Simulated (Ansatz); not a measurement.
# BSiC (doublet): wave-function methods side by side at a displaced geometry (v2), cc-pVDZ

The task here is to estimate one member of a computed series from the others.

Method: cc-pVDZ, core rule «outside noble gas», up to 7 orbitals frozen; program: Ansatz 0.2.0, Gaussian basis.

To be run: UHF; CCSD(T) on ROHF; CCSD(T) on UHF; BCCD(T) on ROHF; CISD; CCSDT(Q) on ROHF; CCSDT(Q) on UHF; CASSCF and MRCISD+Q, 9 electrons in 9 orbitals; CASSCF and NEVPT2, 9 electrons in 9 orbitals.

22 further runs of the same task are left out: 10 that didn't finish, 12 set aside as unsound or not needed.

## The system

The geometry is a PBE0/def2-TZVP stationary point (not a proven minimum) with its atoms shifted at random (size 0.100 Å).

3 atoms, charge 0, spin multiplicity 2.

Atoms are counted from 1 here; the program's logs count them from 0.

Bond lengths: B1–C2 1.391 Å, C2–Si3 1.670 Å. Angles: B1–C2–Si3 170.5°.

The first run:

Contents of in.yaml:

```yaml
crystal:
  periodic: [false, false, false]
  atoms:
    - {symbol: B, position_ang: [0.084376, 0.005225, -1.477136]}
    - {symbol: C, position_ang: [-0.080498, 0.013599, -0.095542]}
    - {symbol: Si, position_ang: [-0.003878, -0.018825, 1.572678]}
basis:
  gaussian: {orbitals: cc-pVDZ}
magnetization: {spin_polarized: true, initial_magnetization: 1}
hamiltonian: {xc: hf}
output: {orbitals: {seedname: orbitals}}
```

Started as:

```
ansatz run in.yaml --threads 1 --pin off --events-out ev --progress --plain --max-ram 2393MiB
```

Among the steps run: UHF; CCSD(T) on ROHF; CCSD(T) on UHF; BCCD(T) on ROHF; CISD; CCSDT(Q) on ROHF; CCSDT(Q) on UHF; CASSCF and MRCISD+Q, 9 electrons in 9 orbitals; CASSCF and NEVPT2, 9 electrons in 9 orbitals.

One of the session's tables, all rows but one given; the rest of the session is left out.

| method | from RCCSDT(Q) (meV) |
| --- | --- |
| ROHF | +8118.8 |
| UHF | +7933.9 |
| RMP2 | ? |
| UMP2 | +1324.8 |
| CISD | +1373.1 |
| RCCSD | +615.5 |
| UCCSD | +607.9 |
| RCCSD(T) | +88.4 |
| UCCSD(T) | +123.5 |
| BCCD(T) | +86.7 |
| RCCSDT | +50.3 |
| UCCSDT | +48.0 |
| RCCSDT(Q) | 0 |
| UCCSDT(Q) | -14.4 |
| CASSCF frontier | +5639.1 |
| NEVPT2 frontier | +993.1 |
| MRCISD frontier | +546.3 |
| MRCISD+Q frontier | +51.2 |

**Question.** Estimate the row for RMP2.

As computed: from RCCSDT(Q) (meV): +1153.3. In the column «from RCCSDT(Q) (meV)» it lies between NEVPT2 frontier (+993.1) and UMP2 (+1324.8).

Limits of these values: Restricted and unrestricted rows rest on different reference determinants; where their highest levels disagree by more than a few hundredths of an eV, they describe different states and don't form one ladder.
